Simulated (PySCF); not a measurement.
## Telling isomers of C₄H₁₀P₂ apart by NMR

- GFN2-xTB structure
- shielding tensors at PBE0/pcSseg-1 (GIAO)
- code: PySCF 2.14.0 with density-fitted response routines
- relativity neglected, rapidly exchanging positions averaged, gas phase, single conformer

Referencing at the same level of theory: 1H (σref 31.72), 13C (σref 186.93) against TMS. Splittings of carbon signals by F and P are missing where no couplings were computed. Where no couplings were computed, multiplicities follow the n + 1 count of equivalent neighbours, and m marks all less simple cases (inequivalent or close neighbours, rings, F or P nearby). Shifts are as computed. Against solution values, carbons near 30 ppm lie about +3 ppm off and those near 130 ppm about +5 ppm. Of 1211 compounds with measured shifts, 218 miss one by over three times the rms of a fit or turn the order of signals round; such compounds aren't used in these exercises.

(1) Tabulate the signals of `C/C=P/CCP`, `CC(C)/C=P\P`, `C/C=P\P(C)C` and their relative energies.

(2) What is the quickest way to tell C/C=P/CCP from C/C=P\P(C)C?

(3) What is the quickest way to tell C/C=P/CCP from CC(C)/C=P\P?

(4) What is the quickest way to tell CC(C)/C=P\P from C/C=P\P(C)C?

Answers

(1) 
```json
{"SMILES": "C/C=P/CCP", "carbon types": "1×CH 2×CH2 1×CH3", "δC": "189.9, 35.2, 25.7, 21.8", "δH": "8.31 (m, 1H), 2.68 (m, 2H), 2.44 (m, 3H), 2.23 (m, 2H), 2.21 (m, 2H)", "E rel. (kcal/mol)": "21.3"}
{"SMILES": "CC(C)/C=P\\P", "carbon types": "2×CH 2×CH3", "δC": "225.8, 41.5, 25.7", "δH": "9.33 (m, 1H), 3.76 (m, 1H), 2.72 (m, 2H), 1.11 (d, 6H)", "E rel. (kcal/mol)": "6.5"}
{"SMILES": "C/C=P\\P(C)C", "carbon types": "1×CH 3×CH3", "δC": "210.5, 28.8, 14.8", "δH": "9.19 (m, 1H), 2.71 (m, 3H), 1.17 (m, 6H)", "E rel. (kcal/mol)": "0.0"}
```

Energies are electronic energies at PBE0/pcSseg-1 on these geometries, without zero-point or thermal terms, each for the one conformer computed, which needn't be the lowest.

(2) Count the carbon signals: 4 against 3. The first has an sp3 CH2 bonded to P at 35.2 ppm, the second a carbon double-bonded to a heavier main-group atom (CH) at 210.5 ppm. Their most deshielded carbons lie at 189.9 and 210.5 ppm. In the proton spectra the most deshielded non-exchanging signals are 8.31 (m, 1H) and 9.19 (m, 1H).

(3) Count the carbon signals: 4 against 3. The first has an sp3 CH2 bonded to P at 35.2 ppm, the second an sp3 CH at 41.5 ppm. Their most deshielded carbons lie at 189.9 and 225.8 ppm. In the proton spectra the most deshielded non-exchanging signals are 8.31 (m, 1H) and 9.33 (m, 1H).

(4) Both give the same number of carbon signals, but DEPT or the intensities differ. The first has an sp3 CH at 41.5 ppm, the second a carbon double-bonded to a heavier main-group atom (CH) at 210.5 ppm. Their most deshielded carbons lie at 225.8 and 210.5 ppm.
